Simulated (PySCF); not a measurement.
Species: C2H4N (doublet state).
Geometry (PBE0-D3(BJ)/def2-SVP, Å), atoms numbered from 1 in this order:
```
atom  x, y, z in Å
C1     1.1099   -0.0357   -0.1418
N2     0.0275    0.7030   -0.0343
C3    -1.1034    0.1582    0.3571
H4     1.1167   -1.1172    0.0870
H5     2.0442    0.4313   -0.4701
H6    -1.9968    0.7854    0.4414
H7    -1.1914   -0.9152    0.6063
```

The species is `C=N[CH2]` [radical].

The calculation used UKS B3LYP, IGLO-III on C N, pcH-1 on H, non-relativistic, mean-field spin-orbit, GIAO (PySCF 2.14.0). Geometry: PBE0-D3(BJ)/def2-SVP; no solvent, vibrations or thermal averaging. No stability test was run, so a lower SCF solution isn't excluded. ⟨S²⟩ is 0.776 where a pure state has 0.75.

Question: Where do the isotropic ENDOR lines of N2, H5/H6 and H4/H7 fall at 3336.6 mT, to first order?

Answer: ν± = |νn ± a/2|, one line for each electron-spin manifold; νn = |g_N| × 7.62259 MHz/T × B.

```
nuclei  isotope     g_N  νn (MHz)  a_iso (MHz)  lower line (MHz)  upper line (MHz)
    N2      14N  0.4038     10.27       -12.17              4.19             16.35
 H5/H6       1H  5.5857    142.06       -46.88            118.63            165.50
 H4/H7       1H  5.5857    142.06       -41.68            121.23            162.90
```

Question: Which pairs are centred on the nuclear Larmor frequency, and which on half the coupling?

Answer: Centred on νn, since |a| < 2νn: N2, H5/H6 and H4/H7. No pair has |a| > 2νn.

Question: At what field would the lower line of H4/H7 fall to zero frequency?

Answer: Where νn = |a|/2, that is B = 20.84 MHz/(5.5857 × 7.62259 MHz/T) = 489 mT, as far as first order holds there.

H4 and H5 aren't averaged: C1 is flat or nearly so (angle sum 360°), and its turn about the short C1–N2 bond (1.31 Å) is taken as slow.

The Mulliken spin populations are largest on C3 (+0.70), C1 (+0.70) and N2 (-0.25). The positive populations add up to 1.39 and the negative ones to -0.39, together 2S = 1. The angles at C3 add up to 360.0°, so it is planar; its axial dipolar tensor and the negative couplings of its protons fit spin in a p orbital normal to that plane.
